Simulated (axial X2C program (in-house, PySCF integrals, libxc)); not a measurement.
# NaC⁺: from Re and ωe to a spectrum

A bond curve at the CCSD(T) level, 2c, was computed with an in-house relativistic program for diatomic molecules (basis Na dyall-cv3z [9s8p5d2f], C dyall-v3z [7s6p2d1f] (cores contracted in-house)) for the state Ω = 2 (⟨Sz⟩ = 1.00, ⟨Lz⟩ = 1.00 at HF). Its fit gives Re = 2.7050 Å, ωe = 186.4 cm⁻¹, ωexe = 4.35 cm⁻¹ and αe = 7.964e-03 cm⁻¹; the masses are 22.9898 and 12.0000 u. Two-component means X2C with spin–orbit coupling and atomic mean-field Coulomb and Gaunt terms.

Correlated methods: 12 electrons correlated (number of frozen shells: Na 1 s; C 1 s), 198 virtual spin orbitals or spinors in MP2, 90 natural virtuals in coupled cluster.

Question: Find the reduced mass, Be and the force constant.

Answer: From the CCSD(T) values: μ = 7.8845 u. Be = 16.8576/(μ Re²) = 0.2922 cm⁻¹. k = 5.8918×10⁻⁷ μ ωe² = 0.161 mdyn/Å.

Question: Estimate De from a Morse curve and compare with the computed well depth of 0.279 eV to Na+ + C.

Answer: De(Morse) = ωe²/(4ωexe) = 0.248 eV against 0.279 eV computed, a ratio of 0.89. For De the Morse form works well here.

Question: Estimate the centrifugal constant by the Kratzer relation.

Answer: D = 4Be³/ωe² = 2.87e-06 cm⁻¹.

Question: A Morse curve ties αe to the other constants (Pekeris). How well does that hold?

Answer: αe(Morse) = 6Be²/ωe × (√(ωexe/Be) − 1) = 7.856e-03 cm⁻¹; the CCSD(T) curve gives 7.964e-03 cm⁻¹, a ratio of 0.99.

Question: Where do the fundamental and the first overtone lie?

Answer: ν(1←0) = ωe − 2ωexe = 177.7 cm⁻¹; ν(2←0) = 2ωe − 6ωexe = 346.7 cm⁻¹.

Occupations by symmetry block were frozen at the best pattern of an incomplete PBE0 search. De is counted from the lowest determinant-based energies of the atoms at the same level, without counterpoise correction. CCSD and (T) use frozen natural virtuals with an MP2 correction for the truncation; (T) itself is uncorrected, so its De runs slightly low. A 2c atom that is not at its ground J level misses part of its spin–orbit lowering, and De is too large by that part (0.04 eV or less for light atoms). This holds for CCSD(T). PBE0 can misorder states that lie within some tenths of an eV, so this need not be the ground state of the molecule. The nearest other 2c determinant of the search, Ω = 1, lies 0.32 eV up at the distance of the search. With several unpaired electrons one determinant need not be a pure state. Open-shell Ω = 0 determinants with evenly filled partner blocks cannot be reached by this program, so the Ω shown need not be the lowest component. The bond is weak, and without diffuse functions and with truncated virtuals even CCSD(T) can be tens of per cent off in De.
